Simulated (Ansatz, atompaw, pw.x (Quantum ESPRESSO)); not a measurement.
## What a changed setting does to a pw.x run (bcc K)

Potential: PAW, atompaw 4.2.0.5, PBEsol; core [Ne], reference 3s2 3p6 4s0.75 4p0.25; waves: 3s (bound): rc 1.90 bohr; 4s (bound): rc 1.92 bohr; 3p (bound): rc 2.05 bohr; 4p (bound): rc 2.60 bohr; 3d channel at -0.1 Ry: rc 2.00 bohr; 3d channel at 0.3 Ry: rc 2.60 bohr; local part: bessel scheme, radius 1.90 bohr; core correction: smooth core density matched at 2.55 bohr; augmentation: gaussian compensation charge, radius 1.90 bohr; PAW radius 2.60 bohr; waves and projectors: custom rrkj vanderbiltortho.

The reference run (k-mesh 9³, cutoffs 40/400 Ry, Fermi–Dirac 0.01 Ry, mixing_beta 0.4, conv_thr 1e-9, no spin) gives -0.02 GPa at 71.488 Å³/atom, where all-electron LAPW gives -0.01 GPa. This run, with its own iteration cap, changes degauss to 0.005.

```
&control
  calculation='scf', prefix='x', pseudo_dir='./', outdir='./tmp', tstress=.true., disk_io='none'
/
&system
  ibrav=0, nat=1, ntyp=1, ecutwfc=40, ecutrho=400, nbnd=12,
  occupations='smearing', smearing='fd', degauss=0.005
/
&electrons
  conv_thr=1e-09, mixing_beta=0.4, electron_maxstep=60
/
ATOMIC_SPECIES
K 1.0 K.UPF
CELL_PARAMETERS angstrom
  -2.61451448 2.61451448 2.61451448
  2.61451448 -2.61451448 2.61451448
  2.61451448 2.61451448 -2.61451448
ATOMIC_POSITIONS crystal
K 0.0000 0.0000 0.0000
K_POINTS automatic
9 9 9 0 0 0
```

```bash
pw.x < K.scf.in > K.scf.out
```

Problem. How does the run end?

Solution. It converges in 18 iterations; the free energy moves by +16.1 meV/atom and the pressure by -0.02 GPa. In a metal, with Fermi–Dirac smearing, F lies below its zero-width value by a term in the square of the width.

```
Message from routine setup:
     using ibrav=0 with symmetry is DISCOURAGED, use correct ibrav instead
     lattice parameter (alat)  =       8.5576  a.u.
     unit-cell volume          =     482.4249 (a.u.)^3
     number of electrons       =         9.00
     number of Kohn-Sham states=           12
     kinetic-energy cutoff     =      40.0000  Ry
     charge density cutoff     =     400.0000  Ry
     scf convergence threshold =      1.0E-09
     Exchange-correlation= SLA PW PSX PSC
     number of k points=    35  Fermi-Dirac smearing, width (Ry)=  0.0050
     iteration #  1     ecut=    40.00 Ry     beta= 0.40
     total energy              =    -111.37728267 Ry
     estimated scf accuracy    <       0.00557906 Ry
     iteration #  2     ecut=    40.00 Ry     beta= 0.40
     total energy              =    -111.37647412 Ry
     estimated scf accuracy    <       0.00152182 Ry
     iteration #  3     ecut=    40.00 Ry     beta= 0.40
     total energy              =    -111.37679760 Ry
     estimated scf accuracy    <       0.00026143 Ry
     iteration #  4     ecut=    40.00 Ry     beta= 0.40
     total energy              =    -111.37691567 Ry
     estimated scf accuracy    <       0.00050580 Ry
     iteration #  5     ecut=    40.00 Ry     beta= 0.40
     total energy              =    -111.37695554 Ry
     estimated scf accuracy    <       0.00037430 Ry
     iteration #  6     ecut=    40.00 Ry     beta= 0.40
     total energy              =    -111.37695871 Ry
     estimated scf accuracy    <       0.00018400 Ry
     [... 6 iterations left out ...]
     iteration # 13     ecut=    40.00 Ry     beta= 0.40
     total energy              =    -111.37695384 Ry
     estimated scf accuracy    <          8.2E-09 Ry
     iteration # 14     ecut=    40.00 Ry     beta= 0.40
     total energy              =    -111.37695385 Ry
     estimated scf accuracy    <       0.00000007 Ry
     iteration # 15     ecut=    40.00 Ry     beta= 0.40
     total energy              =    -111.37695385 Ry
     estimated scf accuracy    <       0.00000005 Ry
     iteration # 16     ecut=    40.00 Ry     beta= 0.40
     total energy              =    -111.37695385 Ry
     estimated scf accuracy    <       0.00000004 Ry
     iteration # 17     ecut=    40.00 Ry     beta= 0.40
     total energy              =    -111.37695385 Ry
     estimated scf accuracy    <       0.00000001 Ry
     iteration # 18     ecut=    40.00 Ry     beta= 0.40
     the Fermi energy is     1.8417 ev
!    total energy              =    -111.37695385 Ry
     estimated scf accuracy    <          7.0E-10 Ry
     smearing contrib. (-TS)   =      -0.00073985 Ry
     convergence has been achieved in  18 iterations
          total   stress  (Ry/bohr**3)                   (kbar)     P=       -0.35
     Message from routine punch:
     Nothing written, as per user request (disk_io='none')
```

The run took about 46 s on one core of a shared host (Intel(R) Xeon(R) Platinum 8259CL CPU @ 2.50GHz, 96 threads, 755 GiB, load 48).
